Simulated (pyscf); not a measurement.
Structures and frequencies: ωB97X-D3(BJ)/def2-SVP in PySCF. Correlated levels are frozen-core, on RHF or UHF. ΔMP2 is the change of the MP2 total energy from the triple- to the quadruple-zeta basis.

Question: PBE/def2-TZVP puts the barrier of H₃Si–GaH–PH₂ (SMILES [SiH3][GaH][PH2]) → HP=GaH (SMILES [PH]=[GaH]) + SiH₄ (SMILES [SiH4]) (elimination; singlet surface; H–P, Ga–Si broken, H–Si formed) at 199.8 kJ/mol and the reaction energy at +124.5 kJ/mol, from the reactant's lowest minimum found. What do r²SCAN/def2-TZVP, M06-2X/def2-TZVP, CCSD(T)/def2-TZVPP + ΔMP2(QZVPP) give on the same structures?

Answer: r²SCAN: ΔE‡ = 212.3 kJ/mol, ΔE = +133.1 kJ/mol; M06-2X: ΔE‡ = 234.7 kJ/mol, ΔE = +124.1 kJ/mol; CCSD(T): ΔE‡ = 225.1 kJ/mol, ΔE = +128.9 kJ/mol. PBE's barrier lies under all of them, by 12.5 to 34.9 kJ/mol. Its reaction energy matches one of them and lies within 8.6 kJ/mol of the others. On the product side the descent ends in a complex, 21.0 kJ/mol under the separated species and 124.4 kJ/mol under the saddle at ωB97X-D3(BJ)/def2-TZVP. At the saddle there is also a short Ga–H contact that neither side keeps. At ωB97X-D3(BJ)/def2-TZVP the barrier from the zero used here is 259.3 kJ/mol. The same reactants have a lower exit, to H₂P–Ga [singlet] + SiH₄ (barrier +158.2 kJ/mol at ωB97M-D3(BJ)/def2-TZVP, against +245.4 kJ/mol here). HP=GaH lies 73.7 kJ/mol over its isomer H₂P–Ga [singlet] (electronic energy, ωB97M-D3(BJ)/def2-TZVP). One saddle was located; it need not be the lowest between these sides. The CCSD(T) − MP2 part came from Ansatz, without density fitting, on the same reference. The frozen core leaves the outer d or s,p core shells of the metals and heavy elements correlated in the MP2 and CC values, and def2-TZVPP describes them poorly, which can shift differences by a few kcal/mol. Elements up to Kr have no core potential and no relativistic terms here.
